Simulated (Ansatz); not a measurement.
`COCOC`, charge 0, multiplicity 1.

Problem. Give a relaxed structure at PBE0-D4/def2-TZVP (Ansatz). (An estimate is asked.)

Solution. Ansatz gave: 
```xyz
13

C     0.651    0.109   -1.748
O     1.117   -0.014   -0.424
C     0.428    0.792    0.477
O    -0.899    0.418    0.667
C    -1.038   -0.824    1.317
H     1.281   -0.525   -2.371
H     0.731    1.147   -2.097
H    -0.391   -0.212   -1.842
H     0.392    1.830    0.123
H     0.991    0.727    1.417
H    -2.105   -0.998    1.454
H    -0.548   -0.810    2.300
H    -0.611   -1.641    0.726
```
Point group C2.
This is one stationary point; other conformers may exist.
